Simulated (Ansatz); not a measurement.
# CHSi (quartet): the correlation ladder at distance Si1–H3 = 1.345 Å, 6-31G

How much of the correlation energy of CHSi (quartet) does each wave-function method recover here?

Method: 6-31G, core rule «outside noble gas», up to 6 orbitals frozen; program: Ansatz 0.2.0, Gaussian basis.

The runs, in order: UHF; CCSD(T) on ROHF; CCSD(T) on UHF; BCCD(T) on ROHF; CISD; CCSDT(Q) on ROHF; CCSDT(Q) on UHF; CCSDTQ on ROHF; CASSCF and MRCISD+Q, 5 electrons in 5 orbitals; CASSCF and NEVPT2, 5 electrons in 5 orbitals; CASSCF and MRCISD+Q, 9 electrons in 9 orbitals; CASSCF and NEVPT4(SD), 9 electrons in 9 orbitals; CASSCF and NEVPT2, 9 electrons in 9 orbitals; Full CI.

14 further runs of the same task are left out: 2 for a mislabelled method, 7 that didn't finish, 5 set aside as unsound or not needed.

**1. The geometry**

The geometry derives from a PBE0/def2-TZVP stationary point (not a proven minimum). One bond is set to the value named and the two fragments are kept rigid.

3 atoms, charge 0, spin multiplicity 4.

Atoms are counted from 1 here; the program's logs count them from 0.

Bond lengths: Si1–C2 1.840 Å, Si1–H3 1.345 Å. Angles: C2–Si1–H3 97.9°.

**2. UHF**

Contents of in.yaml:

```yaml
crystal:
  periodic: [false, false, false]
  atoms:
    - {symbol: Si, position_ang: [0.000000, -0.078746, 0.528257]}
    - {symbol: C, position_ang: [0.000000, 0.080707, -1.304728]}
    - {symbol: H, position_ang: [0.000000, 1.232479, 0.827780]}
basis:
  gaussian: {orbitals: 6-31G}
magnetization: {spin_polarized: true, initial_magnetization: 3}
hamiltonian: {xc: hf}
output: {orbitals: {seedname: orbitals}}
```

Started as:

```
> ansatz run in.yaml --threads 1 --pin off --events-out ev --progress --plain --max-ram 2393MiB
```

After this run come: CCSD(T) on ROHF; CCSD(T) on UHF; BCCD(T) on ROHF; CISD; CCSDT(Q) on ROHF; CCSDT(Q) on UHF; CCSDTQ on ROHF; CASSCF and MRCISD+Q, 5 electrons in 5 orbitals; CASSCF and NEVPT2, 5 electrons in 5 orbitals; CASSCF and MRCISD+Q, 9 electrons in 9 orbitals; CASSCF and NEVPT4(SD), 9 electrons in 9 orbitals; CASSCF and NEVPT2, 9 electrons in 9 orbitals; Full CI.

Before running them: what should the planned runs give, taken together? Wanted: FCI below the RHF energy; RMP2 from FCI; UMP2 from FCI; RCCSD from FCI; RCCSD(T) from FCI; UCCSD(T) from FCI; RCCSDT(Q) from FCI; UCCSDT(Q) from FCI; NEVPT2 pair from FCI.

**Answer**, as computed:

| quantity | value |
| --- | --- |
| FCI below the RHF energy | -2.8076 eV |
| RMP2 from FCI | +87.0 kJ/mol |
| UMP2 from FCI | +84.6 kJ/mol |
| RCCSD from FCI | +11.0 kJ/mol |
| RCCSD(T) from FCI | +4.0 kJ/mol |
| UCCSD(T) from FCI | +3.9 kJ/mol |
| RCCSDT(Q) from FCI | +0.2 kJ/mol |
| UCCSDT(Q) from FCI | +0.1 kJ/mol |
| NEVPT2 pair from FCI | +68.9 kJ/mol |
| MRCISD+Q pair from FCI | +7.5 kJ/mol |
| NEVPT2 valence from FCI | +31.8 kJ/mol |
| levels within 1 kcal/mol (43 meV) | RCCSD(T), UCCSD(T), BCCD(T), RCCSDT, UCCSDT, RCCSDT(Q), UCCSDT(Q), RCCSDTQ, MRCISD+Q valence |
| T1 diagnostic | 0.053 |
| effectively unpaired electrons | 3.06 |

In words: RCCSD(T) lands +4.0 kJ/mol from the yardstick (1.5 % of the correlation energy). The occupations are near whole numbers, but T1 = 0.053 shows that the orbitals relax strongly. Of the multireference levels listed MRCISD+Q valence comes nearest in total energy (+1.5 kJ/mol), which doesn't show that its space is the better one. Coupled cluster took another determinant than the lowest Hartree-Fock one. These misses are within one basis, not against nature; the frozen cores of restricted and unrestricted runs differ, which can shift their rows.
